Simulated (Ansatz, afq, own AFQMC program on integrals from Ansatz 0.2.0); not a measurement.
**BH₄ (doublet): quantum Monte Carlo beside coupled cluster at scale of all distances = 0.884, 6-31G**

One table from this session's results is given with a row withheld; the runs are named, their logs left out.

Method: 6-31G, frozen cores; program: Ansatz 0.2.0, Gaussian basis, and an in-house AFQMC program (afq) on its integrals; all values are calculated.

Plan: Full CI; PBE (unrestricted); r2SCAN (unrestricted); PBE0 (unrestricted); B3LYP (unrestricted); wB97M-V (unrestricted); B2PLYP (unrestricted); CCSD(T) on ROHF; Full CI; Full CI (quartet); CCSDT(Q) on ROHF; CCSDTQ on ROHF; Phaseless AFQMC, CISD trial on ROHF; CCSD(T) on UHF; Full CI; CCSDT(Q) on UHF; CCSDTQ on UHF; Phaseless AFQMC, CISD trial on UHF.

6 further runs of the same task are left out: 6 that didn't finish.

### The geometry

The geometry derives from a PBE0/def2-TZVP stationary point (not a proven minimum). All distances are scaled together.

5 atoms, charge 0, spin multiplicity 2.

Atoms are counted from 1 here; the program's logs count them from 0.

Bond lengths: B1–H2 1.079 Å, B1–H3 1.079 Å, B1–H4 1.079 Å, B1–H5 1.079 Å. Angles: H2–B1–H3 96.8°, H2–B1–H4 96.8°, H2–B1–H5 139.9°, H3–B1–H4 139.9°, H3–B1–H5 96.8°, H4–B1–H5 96.8°.

The first run:

Contents of in.yaml:

```yaml
crystal:
  periodic: [false, false, false]
  atoms:
    - {symbol: B, position_ang: [0.000000, 0.000000, 0.000000]}
    - {symbol: H, position_ang: [0.366582, 0.718246, 0.716617]}
    - {symbol: H, position_ang: [-0.375105, -0.714002, 0.716448]}
    - {symbol: H, position_ang: [-0.364926, 0.714843, -0.720852]}
    - {symbol: H, position_ang: [0.373449, -0.719088, -0.712213]}
basis:
  gaussian: {orbitals: 6-31G}
magnetization: {spin_polarized: false, initial_magnetization: 1}
correlation: {method: fci, electrons: outside_noble_gas}
```

Launch:

```bash
> ansatz run in.yaml --threads 1 --pin off --events-out ev --progress --plain --max-ram 24576MiB --backend cuda --devices 0, --max-vram 18GiB
```

Among the steps run: Full CI; PBE (unrestricted); r2SCAN (unrestricted); PBE0 (unrestricted); B3LYP (unrestricted); wB97M-V (unrestricted); B2PLYP (unrestricted); CCSD(T) on ROHF; Full CI (quartet); CCSDT(Q) on ROHF; CCSDTQ on ROHF; Phaseless AFQMC, CISD trial on ROHF; CCSD(T) on UHF; CCSDT(Q) on UHF; CCSDTQ on UHF; Phaseless AFQMC, CISD trial on UHF.

One table of the session follows, with a row left open; its other results are not shown here.

On the ROHF determinant, counted from full CI (exact for this spin and basis):

```
                                                level  from full CI (kcal/mol)
                                                   HF                   +57.06
                                                  MP2                   +13.68
                                                 CCSD                        ?
                                              CCSD(T)                    +0.27
                                             CCSDT(Q)                     0.00
                                               CCSDTQ                     0.00
                                              full CI                     0.00
Phaseless AFQMC, CISD trial, step 0.005, 4000 walkers                    +0.10
```

Estimate the missing values for CCSD.

As computed: from full CI (kcal/mol): +1.07. In the column «from full CI (kcal/mol)» it lies between CCSD(T) (+0.27) and MP2 (+13.68).
